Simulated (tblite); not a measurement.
Run record: tight-binding relaxation, `[H]/P=C\OC`.

Computed with GFN2-xTB geometry optimisation, gas phase (tblite 0.8.0). Start geometry: from a force field or distance geometry. The input is one job of a driver script: a line of settings, then coordinates in Å.

Command:
```bash
OMP_NUM_THREADS=1 python probes_run.py task.json out
```

Input:
```
{"job": {"kind": "relax", "xc": "GFN2-xTB", "basis": "xTB"}, "charge": 0, "multiplicity": 1}
C     -1.063000     0.017900    -0.240300
O     -0.224200    -1.063900    -0.206100
C      1.087500    -0.801500    -0.482700
P      1.688400     0.743300    -0.707600
H     -2.120000    -0.319200     0.024000
H     -0.777100     0.695600     0.590100
H     -1.153200     0.506200    -1.219200
H      1.813300    -1.614700    -0.591400
H      0.761800     1.842500    -0.560800
```

Question: Give the output.

Answer: 
```
step      E/eV     max force
  0    -363.12020    2.370
  1    -363.32700    1.267
  2    -363.44765    0.981
  3    -363.53878    1.037
  4    -363.59448    0.863
  5    -363.61576    0.429
  6    -363.62579    0.325
  7    -363.63558    0.362
  8    -363.64715    0.393
  9    -363.65693    0.271
... (18 lines left out)
 28    -363.67854    0.016
 29    -363.67857    0.019
 30    -363.67863    0.026
 31    -363.67872    0.031
 32    -363.67883    0.028
 33    -363.67889    0.015
 34    -363.67892    0.014
 35    -363.67893    0.013
 36    -363.67895    0.011
 37    -363.67896    0.008
```

«max force» is the largest atomic force in eV/Å.

Question: From which step on does the largest force stay under 0.1 eV/Å, and how much energy is left to gain from there?

Answer: From step 14 (0.078 eV/Å), 4.3 meV above the end.

Main results: energy lowered by 12.9 kcal/mol over 37 steps; largest atomic force 0.008 eV/Å at the end.

Question: Where do the atoms end?

Answer: 0.150 Å rms from the input after alignment:
```
atom  x, y, z in Å
C1    -1.1377    0.0245   -0.1964
O2    -0.1823   -1.0036   -0.2774
C3     1.0989   -0.6794   -0.5024
P4     1.9098    0.7748   -0.7348
H5    -2.0889   -0.4638    0.0072
H6    -0.9001    0.7209    0.6152
H7    -1.2027    0.5766   -1.1403
H8     1.6992   -1.5838   -0.5310
H9     0.8173    1.6398   -0.6340
```

The run took 0.12 s on an Arm Neoverse V1 with one thread (shared host).
Labels such as C1 count atoms from 1, the log's own numbers from 0.
